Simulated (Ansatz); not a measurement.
# C₃H₃FO: how energies converge with the basis set

An exercise on one series of results from a longer session: the logs are not shown, and one member is left open.

Computed with Ansatz 0.2.0, Gaussian basis. Level: one geometry, several basis sets.

The runs, in order: PBE0-D4/def2-SVP; ωB97M-V/def2-SVP; PBE0-D4/def2-QZVPP; ωB97M-V/def2-QZVPP; the functionals' def2-TZVPP values are taken from earlier runs.

## The geometry

The geometry comes from an earlier relaxation with PBE0-D4 in a triple-zeta def2 set; it is a stationary point, not always the lowest conformer.

SMILES `OC1(F)C=C1`, 8 atoms, charge 0, spin multiplicity 1.

Atoms are counted from 1 here; the program's logs count them from 0.

Bond lengths: O1–C2 1.373 Å, O1–H6 0.963 Å, C2–F3 1.384 Å, C2–C4 1.443 Å, C2–C5 1.453 Å, C4–C5 1.308 Å, C4–H7 1.078 Å, C5–H8 1.079 Å. Angles: C2–O1–H6 108.2°, O1–C2–F3 108.5°, O1–C2–C4 121.9°, O1–C2–C5 125.4°, F3–C2–C4 119.8°, F3–C2–C5 118.4°, C4–C2–C5 53.7°, C2–C4–C5 63.6°, C2–C4–H7 148.0°, C5–C4–H7 148.4°, C2–C5–C4 62.8°, C2–C5–H8 149.3°, C4–C5–H8 147.9°.

Set-up of the first run:

in.yaml

```yaml
crystal:
  periodic: [false, false, false]
  atoms:
    - {symbol: O, position_ang: [0.870092, 0.545821, 1.201378]}
    - {symbol: C, position_ang: [-0.110345, 0.034098, 0.388305]}
    - {symbol: F, position_ang: [-1.296324, -0.003494, 1.101228]}
    - {symbol: C, position_ang: [0.168394, -0.984949, -0.594987]}
    - {symbol: C, position_ang: [-0.174914, 0.190447, -1.055234]}
    - {symbol: H, position_ang: [0.529118, 1.344497, 1.617273]}
    - {symbol: H, position_ang: [0.466102, -2.000935, -0.800248]}
    - {symbol: H, position_ang: [-0.359922, 0.817317, -1.913414]}
basis:
  gaussian: {orbitals: def2-SVP}
hamiltonian: {xc: pbe0, dispersion: d4}
output: {orbitals: {seedname: orbitals}}
```

On the command line:

```console
$ ansatz run in.yaml --threads 2 --pin off --events-out ev --progress --plain --max-ram 4352MiB
```

Among the steps run: PBE0-D4 in def2-SVP; ωB97M-V in def2-SVP; PBE0-D4 in def2-QZVPP; ωB97M-V in def2-QZVPP.

One of the session's tables, all rows but one given; the rest of the session is left out.

It belongs to the step «Functionals by basis». 

```
functional       basis  HOMO (eV)  LUMO (eV)
   PBE0-D4    def2-SVP          ?          ?
   PBE0-D4  def2-TZVPP      -7.85      -0.38
   PBE0-D4  def2-QZVPP      -7.91      -0.46
   ωB97M-V    def2-SVP     -10.00       2.13
   ωB97M-V  def2-TZVPP     -10.18       1.81
   ωB97M-V  def2-QZVPP     -10.23       1.65
```

**Question.** Estimate the row for PBE0-D4, def2-SVP.

The run gave: HOMO (eV): -7.69; LUMO (eV): -0.19. In the column «HOMO (eV)» it is the highest.
